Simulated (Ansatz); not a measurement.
Geometry optimisation, RKS LDA/STO-3G (Ansatz 0.2.0).

Input:

```yaml
crystal:
  periodic: [false, false, false]
  atoms:
    - { symbol: "N", position_ang: [0.3824, -1.4163, -1.2922] }
    - { symbol: C, position_ang: [0.3199, -0.1767, -0.818] }
    - { symbol: C, position_ang: [0.0572, 0.0852, 0.6302] }
    - { symbol: S, position_ang: [-1.2649, 1.1914, 0.8249] }
    - { symbol: H, position_ang: [0.5113, -1.341, -2.3332] }
    - { symbol: H, position_ang: [0.5098, 0.7126, -1.4712] }
    - { symbol: H, position_ang: [-0.0626, -0.853, 1.1786] }
    - { symbol: H, position_ang: [1.013, 0.59, 1.0535] }
    - { symbol: H, position_ang: [-1.49105, 1.50473, -0.51071] }
basis:
  gaussian: { orbitals: STO-3G }
hamiltonian:
  xc: lda
relax:
  f_tol: 0.015
  max_steps: 40
```

Command:

```bash
$ ansatz run input.yaml --threads 1 --pin off --max-ram 2048MiB --backend cpu --events-out ev --progress --plain --runs-dir out
```

**Question.** Where does it end, and by what steps?

**Answer.** The forces met the threshold. The force dipped under the threshold on the way, but the program's further checks kept it going. Limits of this set-up: minimal basis. After 17 steps the energy has fallen by 0.377 eV; H9 moved furthest, 0.74 Å.

| step | energy less start (eV) | largest force component (eV/Å) | accepted |
| --- | --- | --- | --- |
| 0 | 0.0000 | 3.638 | yes |
| 1 | -0.1432 | 1.353 | yes |
| 2 | -0.1794 | 2.086 | yes |
| 3 | -0.1287 | 1.616 | no |
| 4 | -0.2984 | 0.448 | yes |
| 5 | -0.3112 | 0.157 | yes |
| 6 | -0.3164 | 0.739 | yes |
| 7 | -0.3501 | 0.182 | yes |
| 8 | -0.3412 | 0.655 | no |
| 9 | -0.3621 | 0.175 | yes |
| 10 | -0.3693 | 0.144 | yes |
| 11 | -0.3687 | 0.363 | no |
| 12 | -0.3734 | 0.104 | yes |
| 13 | -0.3756 | 0.089 | yes |
| 14 | -0.3764 | 0.009 | yes |
| 15 | -0.3765 | 0.021 | yes |
| 16 | -0.3765 | 0.017 | yes |
| 17 | -0.3765 | 0.008 | yes |

```xyz
9
Properties=species:S:1:pos:R:3
N 0.399 -1.513 -1.258
C 0.355 -0.249 -0.895
C 0.060 0.108 0.554
S -1.578 0.897 0.692
H 0.578 -1.505 -2.325
H 0.477 0.624 -1.577
H 0.035 -0.823 1.146
H 0.854 0.765 0.961
H -1.204 1.993 -0.035
```

Whether the end is a true minimum wasn't checked by a vibrational analysis.

Run time: 24 s on 1 thread of Intel(R) Xeon(R) Processor @ 2.70GHz, with other jobs on the host, peak memory 0.12 GiB.
